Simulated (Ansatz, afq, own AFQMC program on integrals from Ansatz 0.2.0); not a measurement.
## AlBH2, singlet in cc-pVDZ, levels against CCSDT(Q)

```csv
atom,x (Å),y (Å),z (Å)
B,0.0000,-0.8671,1.1887
Al,0.0000,0.3454,-0.4703
H,0.0000,0.1316,1.8488
H,0.0000,-0.0772,-2.0084
```

Connectivity, by distances: BH–AlH.

Basis cc-pVDZ. Noble-gas cores (and the filled d shells of Ga–Kr and In–Xe) are frozen. Integrals, coupled cluster, full CI and functionals: Ansatz 0.2.0; the random walks run on the same integrals in our own AFQMC program. The CISD trial takes its coefficients from CCSD amplitudes. Released means that phaseless walkers are propagated on without the constraint, phases kept. Free AFQMC starts from the CCSD state and is never constrained. Its projection time is finite, and what remains of the start isn't in its error. ± is one standard error of the sampling.

Determinant: RHF, the one that the program's search chose, which needn't be the lowest solution. The geometry is a point of a scan.

No full CI on the walks' own integrals is used here; CCSDT(Q) serves as the reference and is uncertain by about the last step of the cluster series.

Cautions: higher spins were not checked; restricted determinant unstable towards unrestricted (UHF 839 meV lower, ⟨S²⟩ 0.83); strong correlation (T1 0.029, weight of the determinant 0.82, largest double 0.26); the ph-AFQMC/CISD walk drifts between its halves (2.4 errors).

* T1 diagnostic: 0.0286
* weight of the determinant in the CISD state: 0.821
* size of the correlated space: 8 electrons in 36 orbitals

```csv
level,correlation energy (eV)
MP2,-3.8907
CCSD,-4.9798
CCSD(T),-5.2053
```

**Question.** Estimate where phaseless AFQMC with the Hartree–Fock trial lies against CCSD(T) on the same integrals.

**Answer.** 1.80 ± 2.53 mEh above CCSD(T). The gap is under twice the noise, so this walk alone can't tell the two apart.

Reference: CCSDT(Q), correlation energy -5.265 eV. The released energy is read at 2.40 1/Eh (meV from the phaseless value at times in 1/Eh: 4 ± 17 at 0.24, -6 ± 16 at 0.51, -36 ± 11 at 0.99, -59 ± 15 at 1.62, -55 ± 17 at 2.40).

```json
{"level": "CCSD(T)", "E − E(reference) (mEh)": "2.19", "share of correlation (%)": "98.87"}
{"level": "CCSDT", "E − E(reference) (mEh)": "0.71", "share of correlation (%)": "99.63"}
{"level": "ph-AFQMC/HF", "E − E(reference) (mEh)": "3.99 ± 2.53", "share of correlation (%)": "97.94"}
{"level": "ph-AFQMC/CISD", "E − E(reference) (mEh)": "1.87 ± 0.56", "share of correlation (%)": "99.04"}
{"level": "released AFQMC", "E − E(reference) (mEh)": "-0.16 ± 0.63", "share of correlation (%)": "100.08"}
{"level": "free AFQMC", "E − E(reference) (mEh)": "0.59 ± 0.80", "share of correlation (%)": "99.69"}
```

Free projections are given only where their last times agree within the noise and don't stop above the reference; a slow remainder of the start can still hide under it. A walk keeps the symmetry of its determinant, which the program's search chose and which needn't be the lowest solution, so a lower state of the same spin and another symmetry isn't excluded. Released energies are given only where the last usable release times agree within the noise; a slower fall can still hide under it.
